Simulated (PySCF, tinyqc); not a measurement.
Worked calculation: RHF in the sto-6g basis, for CH2, spin multiplicity 1. The lowest restricted solution is unstable here: a spin-polarised one lies 0.0260 hartree lower (PySCF). Computed by tinyqc, a small Python program that keeps every step (integrals from PySCF). Settings: charge = 0, multiplicity = 1, basis = sto-6g, energy threshold = 1e-10, iteration cap = 78, orthogonalisation = symmetric, start = Wolfsberg-Helmholz matrix, DIIS depth = 8, DIIS from iteration = 2, method = RHF. Command: `OMP_NUM_THREADS=1 python tinyqc.py 23217 23218 out.jsonl` (the two numbers bound the seeds that draw the settings). One thread of a shared host (Intel(R) Xeon(R) Processor @ 2.60GHz), about 0.1 s of CPU time with the checks. Later iterations appear only in the table of the cycle.

## One-electron integrals

Geometry (angstrom):
```
atom        x         y        z
C     0.00000   0.00000  0.00000
H     0.00000   0.99900  0.72900
H     0.00000  -0.99900  0.72900
```

Basis sto-6g: exponents (1/bohr^2) and contraction coefficients of normalised primitives:
```
element  l (shell)   exponent  coefficient
C            s (1)  742.73705      0.00916
C            s (1)  136.18002      0.04936
C            s (1)   38.09826      0.16854
C            s (1)   13.08778      0.37056
C            s (1)    5.08237      0.41649
C            s (1)    2.09320      0.13033
C            s (2)   30.49724     -0.01325
C            s (2)    6.03620     -0.04699
C            s (2)    1.87605     -0.03379
C            s (2)    0.72178      0.25024
C            s (2)    0.31347      0.59512
C            s (2)    0.14369      0.24071
C            p (3)   30.49724      0.00376
C            p (3)    6.03620      0.03768
C            p (3)    1.87605      0.17390
C            p (3)    0.72178      0.41804
C            p (3)    0.31347      0.42586
C            p (3)    0.14369      0.10171
H            s (1)   35.52322      0.00916
H            s (1)    6.51314      0.04936
H            s (1)    1.82214      0.16854
H            s (1)    0.62596      0.37056
H            s (1)    0.24308      0.41649
H            s (1)    0.10011      0.13033
```

Overlap, kinetic and nuclear-attraction integrals over the contracted functions; the nuclear repulsion is the sum of Za Zb / Rab.

nuclear repulsion = 5.3995629 hartree

overlap S, lower triangle:
```
          1C 1s    1C 2s   1C 2px    1C 2py   1C 2pz    2H 1s    3H 1s
1C 1s   1.00000
1C 2s   0.24323  1.00000
1C 2px  0.00000  0.00000  1.00000
1C 2py  0.00000  0.00000  0.00000   1.00000
1C 2pz  0.00000  0.00000  0.00000   0.00000  1.00000
2H 1s   0.04618  0.41058  0.00000   0.33417  0.24386  1.00000
3H 1s   0.04618  0.41058  0.00000  -0.33417  0.24386  0.12029  1.00000
```

kinetic energy T (hartree), lower triangle:
```
           1C 1s    1C 2s   1C 2px    1C 2py   1C 2pz     2H 1s    3H 1s
1C 1s   16.06864
1C 2s   -0.49279  0.49241
1C 2px   0.00000  0.00000  1.47923
1C 2py   0.00000  0.00000  0.00000   1.47923
1C 2pz   0.00000  0.00000  0.00000   0.00000  1.47923
2H 1s   -0.00942  0.06437  0.00000   0.14785  0.10789   0.76852
3H 1s   -0.00942  0.06437  0.00000  -0.14785  0.10789  -0.01159  0.76852
```

nuclear attraction V (hartree), lower triangle:
```
            1C 1s     1C 2s    1C 2px    1C 2py    1C 2pz     2H 1s     3H 1s
1C 1s   -34.86375
1C 2s    -3.82657  -6.00360
1C 2px    0.00000   0.00000  -5.93764
1C 2py    0.00000   0.00000   0.00000  -6.06631
1C 2pz   -0.01637  -0.16807   0.00000   0.00000  -6.00616
2H 1s    -0.81765  -2.03263   0.00000  -1.52647  -1.15093  -4.04121
3H 1s    -0.81765  -2.03263   0.00000   1.52647  -1.15093  -0.52384  -4.04121
```

core Hamiltonian H = T + V (hartree), lower triangle:
```
            1C 1s     1C 2s    1C 2px    1C 2py    1C 2pz     2H 1s     3H 1s
1C 1s   -18.79511
1C 2s    -4.31936  -5.51120
1C 2px    0.00000   0.00000  -4.45841
1C 2py    0.00000   0.00000   0.00000  -4.58708
1C 2pz   -0.01637  -0.16807   0.00000   0.00000  -4.52693
2H 1s    -0.82707  -1.96825   0.00000  -1.37862  -1.04304  -3.27268
3H 1s    -0.82707  -1.96825   0.00000   1.37862  -1.04304  -0.53543  -3.27268
```

## Two-electron integrals

Functions are numbered as in S; the eight-fold symmetry (ij|kl) = (ji|kl) = (kl|ij) leaves the list below.

Two-electron integrals (ij|kl) in chemists' order, unique and non-zero (hartree):
```
(11|11) 3.54374    (21|11) 0.52946    (21|21) 0.10032    (22|11) 0.85360
(22|21) 0.19993    (22|22) 0.62484    (31|31) 0.02127    (32|31) 0.03187
(32|32) 0.13811    (33|11) 0.85360    (33|21) 0.19993    (33|22) 0.62484
(33|33) 0.67322    (41|41) 0.02127    (42|41) 0.03187    (42|42) 0.13811
(43|43) 0.03628    (44|11) 0.85360    (44|21) 0.19993    (44|22) 0.62484
(44|33) 0.60066    (44|44) 0.67322    (51|51) 0.02127    (52|51) 0.03187
(52|52) 0.13811    (53|53) 0.03628    (54|54) 0.03628    (55|11) 0.85360
(55|21) 0.19993    (55|22) 0.62484    (55|33) 0.60066    (55|44) 0.60066
(55|55) 0.67322    (61|11) 0.10581    (61|21) 0.01931    (61|22) 0.03788
(61|33) 0.03773    (61|41) 0.00102    (61|42) 0.00199    (61|44) 0.03801
(61|51) 0.00075    (61|52) 0.00145    (61|54) 0.00020    (61|55) 0.03788
(61|61) 0.00382    (62|11) 0.26311    (62|21) 0.06259    (62|22) 0.21664
(62|33) 0.21141    (62|41) 0.00515    (62|42) 0.03490    (62|44) 0.22165
(62|51) 0.00375    (62|52) 0.02547    (62|54) 0.00747    (62|55) 0.21686
(62|61) 0.01245    (62|62) 0.10105    (63|31) 0.00657    (63|32) 0.03400
(63|43) 0.00674    (63|53) 0.00492    (63|63) 0.01200    (64|11) 0.18646
(64|21) 0.04496    (64|22) 0.16470    (64|33) 0.15655    (64|41) 0.00972
(64|42) 0.05826    (64|44) 0.17720    (64|51) 0.00230    (64|52) 0.01771
(64|54) 0.01015    (64|55) 0.16037    (64|61) 0.00936    (64|62) 0.09110
(64|64) 0.09259    (65|11) 0.13607    (65|21) 0.03281    (65|22) 0.12019
(65|33) 0.11424    (65|41) 0.00230    (65|42) 0.01771    (65|44) 0.11947
(65|51) 0.00825    (65|52) 0.04692    (65|54) 0.01056    (65|55) 0.12686
(65|61) 0.00683    (65|62) 0.06648    (65|64) 0.05881    (65|65) 0.05492
(66|11) 0.42244    (66|21) 0.10245    (66|22) 0.40309    (66|33) 0.38221
(66|41) 0.01020    (66|42) 0.09345    (66|44) 0.42308    (66|51) 0.00744
(66|52) 0.06819    (66|54) 0.02983    (66|55) 0.40397    (66|61) 0.02069
(66|62) 0.24274    (66|64) 0.24128    (66|65) 0.17607    (66|66) 0.77500
(71|11) 0.10581    (71|21) 0.01931    (71|22) 0.03788    (71|33) 0.03773
(71|41) -0.00102   (71|42) -0.00199   (71|44) 0.03801    (71|51) 0.00075
(71|52) 0.00145    (71|54) -0.00020   (71|55) 0.03788    (71|61) 0.00371
(71|62) 0.01169    (71|64) 0.00800    (71|65) 0.00642    (71|66) 0.01907
(71|71) 0.00382    (72|11) 0.26311    (72|21) 0.06259    (72|22) 0.21664
(72|33) 0.21141    (72|41) -0.00515   (72|42) -0.03490   (72|44) 0.22165
(72|51) 0.00375    (72|52) 0.02547    (72|54) -0.00747   (72|55) 0.21686
(72|61) 0.01169    (72|62) 0.07259    (72|64) 0.04720    (72|65) 0.04657
(72|66) 0.13597    (72|71) 0.01245    (72|72) 0.10105    (73|31) 0.00657
(73|32) 0.03400    (73|43) -0.00674   (73|53) 0.00492    (73|63) 0.00806
(73|73) 0.01200    (74|11) -0.18646   (74|21) -0.04496   (74|22) -0.16470
(74|33) -0.15655   (74|41) 0.00972    (74|42) 0.05826    (74|44) -0.17720
(74|51) -0.00230   (74|52) -0.01771   (74|54) 0.01015    (74|55) -0.16037
(74|61) -0.00800   (74|62) -0.04720   (74|64) -0.02370   (74|65) -0.02971
(74|66) -0.08250   (74|71) -0.00936   (74|72) -0.09110   (74|74) 0.09259
(75|11) 0.13607    (75|21) 0.03281    (75|22) 0.12019    (75|33) 0.11424
(75|41) -0.00230   (75|42) -0.01771   (75|44) 0.11947    (75|51) 0.00825
(75|52) 0.04692    (75|54) -0.01056   (75|55) 0.12686    (75|61) 0.00642
(75|62) 0.04657    (75|64) 0.02971    (75|65) 0.03730    (75|66) 0.09234
(75|71) 0.00683    (75|72) 0.06648    (75|74) -0.05881   (75|75) 0.05492
(76|11) 0.06520    (76|21) 0.01561    (76|22) 0.05675    (76|33) 0.05507
(76|44) 0.05654    (76|51) 0.00150    (76|52) 0.01113    (76|55) 0.05865
(76|61) 0.00304    (76|62) 0.02436    (76|64) 0.01906    (76|65) 0.01756
(76|66) 0.05597    (76|71) 0.00304    (76|72) 0.02436    (76|74) -0.01906
(76|75) 0.01756    (76|76) 0.00735    (77|11) 0.42244    (77|21) 0.10245
(77|22) 0.40309    (77|33) 0.38221    (77|41) -0.01020   (77|42) -0.09345
(77|44) 0.42308    (77|51) 0.00744    (77|52) 0.06819    (77|54) -0.02983
(77|55) 0.40397    (77|61) 0.01907    (77|62) 0.13597    (77|64) 0.08250
(77|65) 0.09234    (77|66) 0.26392    (77|71) 0.02069    (77|72) 0.24274
(77|74) -0.24128   (77|75) 0.17607    (77|76) 0.05597    (77|77) 0.77500
```

## Orthogonalisation

S = U s U^T; symmetric (Loewdin) form X = U s^(-1/2) U^T, so that X^T S X = 1.

eigenvalues of S: 0.36149  0.46345  0.86745  1.00000  1.10584  1.41626  1.78550

X, lower triangle:
```
           1C 1s     1C 2s   1C 2px    1C 2py    1C 2pz     2H 1s    3H 1s
1C 1s    1.02523
1C 2s   -0.14371   1.19900
1C 2px   0.00000   0.00000  1.00000
1C 2py   0.00000   0.00000  0.00000   1.11492
1C 2pz  -0.01004   0.10208  0.00000   0.00000   1.05928
2H 1s    0.02153  -0.26621  0.00000  -0.22047  -0.15514   1.17350
3H 1s    0.02153  -0.26621  0.00000   0.22047  -0.15514  -0.02078  1.17350
```

## Starting guess

The start is the generalised Wolfsberg-Helmholz matrix (K = 1.75) built on H; D = 2 C_occ C_occ^T.

D at the start, lower triangle:
```
           1C 1s     1C 2s   1C 2px    1C 2py   1C 2pz    2H 1s    3H 1s
1C 1s    2.06510
1C 2s   -0.25490   1.13798
1C 2px   0.00000   0.00000  0.00000
1C 2py   0.00000   0.00000  0.00000   1.20394
1C 2pz   0.13246  -0.47515  0.00000   0.00000  1.77598
2H 1s   -0.15426   0.37726  0.00000   0.41093  0.14282  0.32528
3H 1s   -0.15426   0.37726  0.00000  -0.41093  0.14282  0.04477  0.32528
```

## Iteration 1: building the Fock matrix

J_ij = sum D_kl (ij|kl), K_ij = sum D_kl (ik|jl); F = H + J - 0.5 K; E = tr D H + tr D J / 2 - 0.25 tr D K + E_nn.

Coulomb J (hartree), lower triangle:
```
           1C 1s    1C 2s   1C 2px    1C 2py   1C 2pz    2H 1s    3H 1s
1C 1s   11.55993
1C 2s    2.10878  5.14413
1C 2px   0.00000  0.00000  5.03371
1C 2py   0.00000  0.00000  0.00000   5.20000
1C 2pz  -0.00597  0.01601  0.00000   0.00000  5.19868
2H 1s    0.41077  1.78167  0.00000   1.35838  0.99696  3.40204
3H 1s    0.41077  1.78167  0.00000  -1.35838  0.99696  0.46663  3.40204
```

exchange K (hartree), lower triangle:
```
          1C 1s     1C 2s   1C 2px    1C 2py   1C 2pz    2H 1s    3H 1s
1C 1s   7.19457
1C 2s   1.17788   1.66030
1C 2px  0.00000   0.00000  0.36263
1C 2py  0.00000   0.00000  0.00000   1.49689
1C 2pz  0.00964  -0.08974  0.00000   0.00000  1.61875
2H 1s   0.23874   0.74463  0.00000   0.58677  0.38801  0.95583
3H 1s   0.23874   0.74463  0.00000  -0.58677  0.38801  0.22143  0.95583
```

Fock matrix F (hartree), lower triangle:
```
            1C 1s     1C 2s   1C 2px    1C 2py    1C 2pz     2H 1s     3H 1s
1C 1s   -10.83246
1C 2s    -2.79952  -1.19722
1C 2px    0.00000   0.00000  0.39399
1C 2py    0.00000   0.00000  0.00000  -0.13553
1C 2pz   -0.02716  -0.10719  0.00000   0.00000  -0.13762
2H 1s    -0.53567  -0.55890  0.00000  -0.31363  -0.24008  -0.34855
3H 1s    -0.53567  -0.55890  0.00000   0.31363  -0.24008  -0.17952  -0.34855
```

total energy of this density = -38.5082326 hartree

## Iteration 1: diagonalisation and new density

Diagonalise F' = X^T F X, C = X C', fill 4 alpha and 4 beta electrons from the bottom; D = 2 C_occ C_occ^T. Each column has its largest component positive (the first on a tie).

F' = X^T F X (hartree), lower triangle:
```
           1         2        3         4         5         6        7
1  -10.62617
2   -1.46895  -0.42413
3    0.00000   0.00000  0.39399
4    0.00000   0.00000  0.00000   0.12347
5   -0.04445   0.07557  0.00000   0.00000  -0.02039
6   -0.05399  -0.38217  0.00000  -0.37027  -0.23731   0.01972
7   -0.05399  -0.38217  0.00000   0.37027  -0.23731  -0.05633  0.01972
```

orbital energies (hartree): MO1 -10.83572, MO2 -0.69791, MO3 -0.42442, MO4 -0.14634, MO5 0.39399, MO6 0.57267, MO7 0.62394

coefficients C:
```
             MO1       MO2       MO3       MO4      MO5       MO6       MO7
1C 1s    0.99519  -0.19091   0.00000   0.13420  0.00000  -0.16709   0.00000
1C 2s    0.02109   0.60874   0.00000  -0.58897  0.00000   0.94473   0.00000
1C 2px   0.00000   0.00000   0.00000   0.00000  1.00000   0.00000   0.00000
1C 2py   0.00000   0.00000   0.54493   0.00000  0.00000   0.00000   1.02143
1C 2pz   0.00502   0.18868   0.00000   0.80039  0.00000   0.71026   0.00000
2H 1s   -0.00509   0.32653   0.45817   0.16259  0.00000  -0.79164  -0.74287
3H 1s   -0.00509   0.32653  -0.45817   0.16259  0.00000  -0.79164   0.74287
```

D after iteration 1, lower triangle:
```
           1C 1s     1C 2s   1C 2px    1C 2py   1C 2pz     2H 1s    3H 1s
1C 1s    2.08971
1C 2s   -0.34853   1.43579
1C 2px   0.00000   0.00000  0.00000
1C 2py   0.00000   0.00000  0.00000   0.59389
1C 2pz   0.15279  -0.71288  0.00000   0.00000  1.35250
2H 1s   -0.09116   0.20581  0.00000   0.49933  0.38344   0.68600
3H 1s   -0.09116   0.20581  0.00000  -0.49933  0.38344  -0.15366  0.68600
```

## Iteration 2: building the Fock matrix

As before.

Coulomb J (hartree), lower triangle:
```
           1C 1s    1C 2s   1C 2px    1C 2py   1C 2pz    2H 1s    3H 1s
1C 1s   11.24203
1C 2s    2.03308  4.97118
1C 2px   0.00000  0.00000  4.86630
1C 2py   0.00000  0.00000  0.00000   5.02261
1C 2pz  -0.00912  0.03074  0.00000   0.00000  5.02462
2H 1s    0.39641  1.75124  0.00000   1.34642  0.99416  3.46612
3H 1s    0.39641  1.75124  0.00000  -1.34642  0.99416  0.46282  3.46612
```

exchange K (hartree), lower triangle:
```
          1C 1s     1C 2s   1C 2px    1C 2py   1C 2pz    2H 1s    3H 1s
1C 1s   7.20636
1C 2s   1.13750   1.61686
1C 2px  0.00000   0.00000  0.35173
1C 2py  0.00000   0.00000  0.00000   1.21764
1C 2pz  0.00286  -0.15086  0.00000   0.00000  1.46776
2H 1s   0.23561   0.73420  0.00000   0.60481  0.42861  1.17649
3H 1s   0.23561   0.73420  0.00000  -0.60481  0.42861  0.19377  1.17649
```

Fock matrix F (hartree), lower triangle:
```
            1C 1s     1C 2s   1C 2px    1C 2py    1C 2pz     2H 1s     3H 1s
1C 1s   -11.15625
1C 2s    -2.85504  -1.34845
1C 2px    0.00000   0.00000  0.23203
1C 2py    0.00000   0.00000  0.00000  -0.17329
1C 2pz   -0.02692  -0.06190  0.00000   0.00000  -0.23619
2H 1s    -0.54847  -0.58411  0.00000  -0.33461  -0.26318  -0.39480
3H 1s    -0.54847  -0.58411  0.00000   0.33461  -0.26318  -0.16950  -0.39480
```

total energy of this density = -38.7165703 hartree

## Iteration 2: diagonalisation and new density

As before.

F' = X^T F X (hartree), lower triangle:
```
           1         2        3         4         5         6         7
1  -10.95398
2   -1.46164  -0.59143
3    0.00000   0.00000  0.23203
4    0.00000   0.00000  0.00000   0.09169
5   -0.04846   0.12625  0.00000   0.00000  -0.10774
6   -0.06181  -0.37421  0.00000  -0.37615  -0.25833  -0.02103
7   -0.06181  -0.37421  0.00000   0.37615  -0.25833  -0.03524  -0.02103
```

orbital energies (hartree): MO1 -11.15860, MO2 -0.78162, MO3 -0.48041, MO4 -0.30534, MO5 0.23203, MO6 0.53614, MO7 0.58631

coefficients C:
```
             MO1       MO2       MO3       MO4      MO5       MO6       MO7
1C 1s    0.99598  -0.20639   0.00000   0.12284  0.00000  -0.15204   0.00000
1C 2s    0.01763   0.69417   0.00000  -0.57469  0.00000   0.89329   0.00000
1C 2px   0.00000   0.00000   0.00000   0.00000  1.00000   0.00000   0.00000
1C 2py   0.00000   0.00000   0.53086   0.00000  0.00000   0.00000   1.02881
1C 2pz   0.00437   0.14326   0.00000   0.78016  0.00000   0.74265   0.00000
2H 1s   -0.00404   0.28055   0.46832   0.22842  0.00000  -0.79302  -0.73651
3H 1s   -0.00404   0.28055  -0.46832   0.22842  0.00000  -0.79302   0.73651
```

D after iteration 2, lower triangle:
```
           1C 1s     1C 2s   1C 2px    1C 2py   1C 2pz     2H 1s    3H 1s
1C 1s    2.09931
1C 2s   -0.39261   1.62490
1C 2px   0.00000   0.00000  0.00000
1C 2py   0.00000   0.00000  0.00000   0.56362
1C 2pz   0.14125  -0.69767  0.00000   0.00000  1.25839
2H 1s   -0.06774   0.12681  0.00000   0.49722  0.43676   0.70045
3H 1s   -0.06774   0.12681  0.00000  -0.49722  0.43676  -0.17683  0.70045
```

## Iteration 8 (converged): orbitals

converged F (hartree), lower triangle:
```
            1C 1s     1C 2s   1C 2px    1C 2py    1C 2pz     2H 1s     3H 1s
1C 1s   -11.15689
1C 2s    -2.85172  -1.37112
1C 2px    0.00000   0.00000  0.22593
1C 2py    0.00000   0.00000  0.00000  -0.16951
1C 2pz   -0.02471  -0.06270  0.00000   0.00000  -0.21599
2H 1s    -0.54820  -0.57876  0.00000  -0.33127  -0.26864  -0.38814
3H 1s    -0.54820  -0.57876  0.00000   0.33127  -0.26864  -0.16565  -0.38814
```

As before.

F' = X^T F X (hartree), lower triangle:
```
           1         2        3         4         5         6         7
1  -10.95617
2   -1.45289  -0.62994
3    0.00000   0.00000  0.22593
4    0.00000   0.00000  0.00000   0.09337
5   -0.04563   0.12606  0.00000   0.00000  -0.08179
6   -0.06422  -0.36306  0.00000  -0.37304  -0.26846  -0.01618
7   -0.06422  -0.36306  0.00000   0.37304  -0.26846  -0.03126  -0.01618
```

orbital energies (hartree): MO1 -11.15911, MO2 -0.78913, MO3 -0.47479, MO4 -0.30641, MO5 0.22593, MO6 0.53931, MO7 0.58324

coefficients C:
```
             MO1       MO2       MO3       MO4      MO5       MO6       MO7
1C 1s    0.99608  -0.21138   0.00000   0.12379  0.00000  -0.14352   0.00000
1C 2s    0.01717   0.72200   0.00000  -0.59185  0.00000   0.85939   0.00000
1C 2px   0.00000   0.00000   0.00000   0.00000  1.00000   0.00000   0.00000
1C 2py   0.00000   0.00000   0.53015   0.00000  0.00000   0.00000   1.02918
1C 2pz   0.00408   0.13943   0.00000   0.75509  0.00000   0.76883   0.00000
2H 1s   -0.00385   0.26158   0.46882   0.26383  0.00000  -0.78850  -0.73619
3H 1s   -0.00385   0.26158  -0.46882   0.26383  0.00000  -0.78850   0.73619
```

D after iteration 8, lower triangle:
```
           1C 1s     1C 2s   1C 2px    1C 2py   1C 2pz     2H 1s    3H 1s
1C 1s    2.10435
1C 2s   -0.41756   1.74372
1C 2px   0.00000   0.00000  0.00000
1C 2py   0.00000   0.00000  0.00000   0.56212
1C 2pz   0.13612  -0.69232  0.00000   0.00000  1.17924
2H 1s   -0.05294   0.06529  0.00000   0.49709  0.47135   0.71568
3H 1s   -0.05294   0.06529  0.00000  -0.49709  0.47135  -0.16350  0.71568
```

## Convergence

Stop when the energy changes by less than 1e-10 hartree and every element of the error matrix X^T (F D S - S D F) X is below 3e-06.

Course of the cycle:
```
iteration  E (hartree)     change  largest element of the error matrix
1          -38.5082326          -                             3.48e-01
2          -38.7165703  -2.08e-01                             7.36e-02
3          -38.7274094  -1.08e-02                             3.06e-02
4          -38.7292164  -1.81e-03                             3.98e-03
5          -38.7292676  -5.12e-05                             9.05e-04
6          -38.7292700  -2.40e-06                             6.12e-05
7          -38.7292700  -1.18e-08                             1.35e-06
8          -38.7292700  -3.92e-12                             1.91e-08
```

PySCF RHF in the same basis = -38.7292700 hartree

Converged in 8 iterations.

## Populations, bond orders and dipole

Mulliken: Z minus the diagonal of D S on the atom; Loewdin: the same with S^(1/2) D S^(1/2); Mayer order: 2 sum_s sum (D(s) S)_ij (D(s) S)_ji over the two atoms.

Charges (e):
```
atom  Mulliken   Loewdin
1C     0.00286   0.03385
2H    -0.00143  -0.01693
3H    -0.00143  -0.01693
```

Mayer bond orders:
```
pair    order
2-1   0.98914
3-1   0.98914
3-2   0.01086
```

dipole moment about the origin, x y z (debye): 0.00000  0.00000  1.43996
